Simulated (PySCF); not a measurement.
C₄H₁₀, SMILES CC(C)C.

Coordinates come from a B3LYP-D3(BJ)/def2-SVP optimisation.

Method: TDA-PBE/def2-SVPD in PySCF.

Vertical excitations; the highest root listed may be one member of a degenerate set. Gas-phase values at a fixed geometry. State labels are in the subgroup Cs.

```csv
state,symmetry,energy (eV),λ (nm),f,main pairs
S1,A',7.73,160,0.009,HOMO→LUMO 99 %
S2,A",7.99,155,0.068,HOMO−1→LUMO (degenerate set)
S3,A',7.99,155,0.068,HOMO−2→LUMO (degenerate set)
S4,A',8.67,143,0.012,HOMO→LUMO+1 (degenerate set)
S5,A",8.67,143,0.012,HOMO→LUMO+2 (degenerate set)
S6,A",8.71,142,0.000,HOMO−3→LUMO 99 %
S7,A',8.89,139,0.211,HOMO→LUMO+3 97 %
S8,A",8.92,139,0.000,"HOMO−1→LUMO+1 50 %, HOMO−2→LUMO+2 49 %"
S9,A",8.93,139,0.000,"HOMO−2→LUMO+2, HOMO−1→LUMO+1 (degenerate set)"
S10,A',8.93,139,0.000,"HOMO−1→LUMO+2, HOMO−2→LUMO+1 (degenerate set)"
T1,A',7.53,165,0,HOMO→LUMO 99 %
T2,A",7.81,159,0,HOMO−1→LUMO (degenerate set)
T3,A',7.81,159,0,HOMO−2→LUMO (degenerate set)
T4,A',8.40,148,0,HOMO→LUMO+3 98 %
```
Triplets are in the Tamm–Dancoff approximation.
